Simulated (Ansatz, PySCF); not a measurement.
A calculation on zinc-blende InSb returned lattice constant a 6.518 Å, bulk modulus 42.5 GPa.

For reference: lattice constant a 6.468 Å (measured, static lattice: zero-point anharmonic expansion removed; as tabulated in Mejia-Rodriguez and Trickey (2018), arXiv:1807.09216); bulk modulus 46.1 GPa (measured, 0 K value with the zero-point phonon effect removed; as tabulated in Mejia-Rodriguez and Trickey (2018), arXiv:1807.09216).

**Question.** Which level of theory produced these numbers?
A. LDA (Ansatz, an electronic-structure program)
B. PBEsol+SOC (Ansatz)
C. MP2 (PySCF)
D. r²SCAN (Ansatz)

**Answer.** B, PBEsol+SOC (Ansatz)

The others give: LDA 6.450 Å, 46.6 GPa; MP2 6.567 Å, 46.1 GPa; r²SCAN 6.556 Å, 43.3 GPa.

Unless a cell is named, each level is at its own relaxed cell (LDA 33.54, MP2 35.40, PBEsol+SOC 34.62, r²SCAN 35.22 Å³/atom).

Ansatz's density-functional and Hartree–Fock values are scalar-relativistic unless marked +SOC, with PAW data made under PBE.
